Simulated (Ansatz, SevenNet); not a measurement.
How well does each level of theory give the bulk modulus B0 of fcc Pt?

Reference value: 289 GPa (measured, corrected for temperature and zero-point phonon effects; as tabulated in Levämäki et al. (2014), arXiv:1402.3671).

```json
[
 {"level (code)": "SevenNet-l3i5", "value (GPa)": "247", "cell (Å³/atom)": "15.73"},
 {"level (code)": "PBE (Ansatz)", "value (GPa)": "248", "cell (Å³/atom)": "15.65"},
 {"level (code)": "r²SCAN+SOC (Ansatz)", "value (GPa)": "?", "cell (Å³/atom)": "15.31"},
 {"level (code)": "r²SCANh (Ansatz)", "value (GPa)": "280", "cell (Å³/atom)": "15.14"},
 {"level (code)": "Hartree–Fock (Ansatz)", "value (GPa)": "214", "cell (Å³/atom)": "15.90"}
]
```

**Question.** Fill in the missing entries.

**Answer.** 
- r²SCAN+SOC (Ansatz, a program for electronic structure), value (GPa): 268

Errors against the reference: SevenNet-l3i5 -14.5 %, PBE -14.2 %, r²SCAN+SOC -7.3 %, r²SCANh -3.1 %, Hartree–Fock -26 %.

Closest of the ranked levels: r²SCANh (-3.1 %). Among them Hartree–Fock (-26 %) misses by most. Of the ranked levels only r²SCANh lands within 5 %. All 5 levels lie below the reference.

The crystal itself was run without spin with PBE, r²SCANh, Hartree–Fock; a magnetic state was not tried in these runs. Density-functional levels without +SOC have no spin–orbit coupling. Each level is taken at its own relaxed cell. Cutoffs and k meshes differ between the levels. Ansatz's density-functional and Hartree–Fock values are scalar-relativistic unless marked +SOC, with PAW data made under PBE.

Machine-learned potentials (SevenNet-l3i5) are trained on DFT data: a solid inside that data is no test of them.

Differences are worked out from the printed values.
